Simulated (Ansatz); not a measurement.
# CHSi: the cost of one run

Program: Ansatz 0.2.0, Gaussian basis. Level of theory: def2-QZVPP, core rule «outside noble gas», up to 6 orbitals frozen. These are calculated values, not measurements.

The runs, in order: UHF; ROHF; CCSD(T) on UHF.

2 further runs of the same task are left out: 2 set aside as unsound or not needed.

## (1) The geometry

The geometry is a PBE0/def2-TZVP stationary point (not a proven minimum) of the parent state, kept for this charge and spin.

3 atoms, charge 0, spin multiplicity 4.

Atoms are counted from 1 here; the program's logs count them from 0.

Bond lengths: Si1–C2 1.726 Å, Si1–H3 1.500 Å. Angles: C2–Si1–H3 180.0°.

## (2) UHF

Input file in.yaml:

```yaml
crystal:
  periodic: [false, false, false]
  atoms:
    - {symbol: Si, position_ang: [0.000000, 0.000000, 0.075579]}
    - {symbol: C, position_ang: [0.000000, 0.000000, -1.650691]}
    - {symbol: H, position_ang: [0.000000, 0.000000, 1.575112]}
basis:
  gaussian: {orbitals: "def2-QZVPP.json"}
magnetization: {spin_polarized: true, initial_magnetization: 3}
hamiltonian: {xc: hf}
output: {orbitals: {seedname: orbitals}}
```

The run is started by

```
> ansatz run in.yaml --threads 1 --pin off --events-out ev --progress --plain --max-ram 4096MiB --backend cpu
```

Q: Estimate wall time and peak memory on 1 thread of AMD EPYC 7R13, shared host.

About 19 s, with a peak of 0.34 GiB.
